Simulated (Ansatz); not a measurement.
# F2: a dynamics run in two tries

Wanted: a short trajectory, and a check that the input is sound. SMILES of the start: FF.

All numbers below are computed with Ansatz 0.2.0 (UKS PBE0-D4/def2-SVP).

### Step 1. Starting point

No two atoms stand within bonding distance.

As a file:

```xyz
2

F    -0.5844    0.2126   -0.2952
F     0.5844   -0.2126    0.2952
```

### Step 2. The run

The input, input.yaml:

```yaml
crystal:
  periodic: [false, false, false]
  atoms:
    - { symbol: F, position_ang: [-0.584399, 0.212572, -0.295185] }
    - { symbol: F, position_ang: [0.584399, -0.212572, 0.295185] }
magnetization:
  spin_polarized: true
basis:
  gaussian: { orbitals: def2-SVP }
hamiltonian:
  xc: pbe0
  dispersion: d4
md:
  timestep: 1.0
  n_steps: 25
  ensemble: NVE
  temperature: 1500.0
  initial_velocities: maxwell_boltzmann
  seed: 518863
```

Started as:

```console
$ ansatz run input.yaml --threads 1 --pin off --max-ram 2048MiB --backend cpu --events-out ev --progress --plain --runs-dir out
```

Before running it: what results should come out? Wanted: first try.

**Answer**, as computed:

| quantity | value |
| --- | --- |
| first try | refused |
| cause | the word typed for the ensemble or optimiser is not among those the program lists |

In words: The fault in the first input was caught at the input check and cost nothing.
